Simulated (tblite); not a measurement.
# C2H7B: the cost of one run

Programs: tblite 0.8.0 and PySCF 2.14.0. All values are calculated, for the isolated system unless a continuum is named. Atoms count from 0, parts from 1.

## (1) The system as given

10 atoms, charge 0, multiplicity 1; geometry: rigid parts in contact. Parts: 1 = atoms 0–3, `B`, charge 0; 2 = atoms 4–9, `C=C`, charge 0.

## (2) Search for minima with GFN2-xTB

Job settings and geometry (Å):

```
{"job": {"kind": "dock", "xc": "GFN2-xTB", "basis": "xTB"}, "charge": 0, "multiplicity": 1, "parts": [{"atoms": "0-3", "charge": 0, "multiplicity": 1}, {"atoms": "4-9", "charge": 0, "multiplicity": 1}]}
B     -0.000077     0.000019     0.000170
H     -0.079763     1.161773    -0.002598
H     -0.966202    -0.649963     0.003829
H      1.046042    -0.511829    -0.001401
C     -0.470246     0.017649     2.831060
C     -0.411305     1.329477     2.922878
H     -1.353453    -0.491364     2.481176
H      0.361807    -0.611798     3.101229
H      0.472226     1.838330     3.272433
H     -1.243113     1.959132     2.651936
```

With the program's defaults for keys left out, this is: GFN2-xTB search for minima from random contacts, gas phase.

Launch:

```bash
$ OMP_NUM_THREADS=1 python cluster_run.py task.json out
```

This one command runs all jobs of the session in turn.

Q: Estimate the wall time of this first job on 1 thread of Arm Neoverse N1, shared host.

About 6.1 s.
